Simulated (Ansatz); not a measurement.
Density of states of Al₃Ga (Pm-3m, a = 4.009 Å, b = 4.009 Å, c = 4.009 Å, α = 90.00°, β = 90.00°, γ = 90.00°), in states per eV and primitive cell, averaged over bins of 0.3 eV. Computed with DFT r2SCAN, scalar-relativistic, plane waves, PAW in Ansatz 0.2.0.

Plane waves to 500 eV, a k mesh through Γ of 10×10×10 on the computed 4-atom cell and Gaussian smearing (0.10 eV); no spin polarisation.

The cell is relaxed at this level. The states (both spins) are summed by tetrahedra on a 15×15×15 mesh at the self-consistent density. Energies are bin centres; the table starts no lower than −8 eV and ends at 6 eV, or lower where the solved bands end.

It is a metal at this level.

| E − E_F (eV) | total | Al 3p | Al 3s | Ga 4p | Ga 4s |
| --- | --- | --- | --- | --- | --- |
| -7.90 | 0.87 | 0.43 | 0.18 | 0.15 | 0.11 |
| -7.60 | 0.98 | 0.49 | 0.20 | 0.16 | 0.12 |
| -7.30 | 0.92 | 0.46 | 0.19 | 0.15 | 0.12 |
| -7.00 | 0.89 | 0.43 | 0.18 | 0.16 | 0.11 |
| -6.70 | 0.97 | 0.46 | 0.20 | 0.18 | 0.11 |
| -6.40 | 0.96 | 0.46 | 0.20 | 0.19 | 0.09 |
| -6.10 | 0.99 | 0.48 | 0.22 | 0.21 | 0.08 |
| -5.80 | 1.13 | 0.54 | 0.24 | 0.24 | 0.09 |
| -5.50 | 1.14 | 0.56 | 0.23 | 0.24 | 0.09 |
| -5.20 | 1.22 | 0.64 | 0.23 | 0.26 | 0.09 |
| -4.90 | 1.12 | 0.59 | 0.20 | 0.24 | 0.08 |
| -4.60 | 1.17 | 0.62 | 0.20 | 0.25 | 0.09 |
| -4.30 | 1.15 | 0.59 | 0.20 | 0.25 | 0.09 |
| -4.00 | 1.24 | 0.62 | 0.25 | 0.26 | 0.09 |
| -3.70 | 1.27 | 0.64 | 0.26 | 0.27 | 0.09 |
| -3.40 | 1.40 | 0.71 | 0.28 | 0.29 | 0.09 |
| -3.10 | 1.37 | 0.70 | 0.28 | 0.29 | 0.08 |
| -2.80 | 1.31 | 0.67 | 0.27 | 0.27 | 0.08 |
| -2.50 | 1.29 | 0.65 | 0.27 | 0.27 | 0.08 |
| -2.20 | 1.20 | 0.59 | 0.26 | 0.24 | 0.08 |
| -1.90 | 1.28 | 0.63 | 0.28 | 0.26 | 0.09 |
| -1.60 | 1.33 | 0.65 | 0.27 | 0.27 | 0.09 |
| -1.30 | 1.34 | 0.65 | 0.28 | 0.27 | 0.09 |
| -1.00 | 1.41 | 0.67 | 0.31 | 0.27 | 0.10 |
| -0.70 | 1.39 | 0.68 | 0.32 | 0.25 | 0.08 |
| -0.40 | 1.34 | 0.64 | 0.35 | 0.20 | 0.08 |
| -0.10 | 1.50 | 0.66 | 0.43 | 0.20 | 0.12 |
| 0.20 | 1.55 | 0.71 | 0.41 | 0.21 | 0.12 |
| 0.50 | 1.39 | 0.67 | 0.34 | 0.18 | 0.10 |
| 0.80 | 1.50 | 0.74 | 0.35 | 0.20 | 0.10 |
| 1.10 | 1.70 | 0.83 | 0.37 | 0.26 | 0.12 |

The columns after the total are the Löwdin projections on the occupied valence shells of the potentials. The rest of the total lies in shells that are empty in the free atom, which aren't projected, and between the atoms.

Whether Al3Ga exists in this form wasn't checked.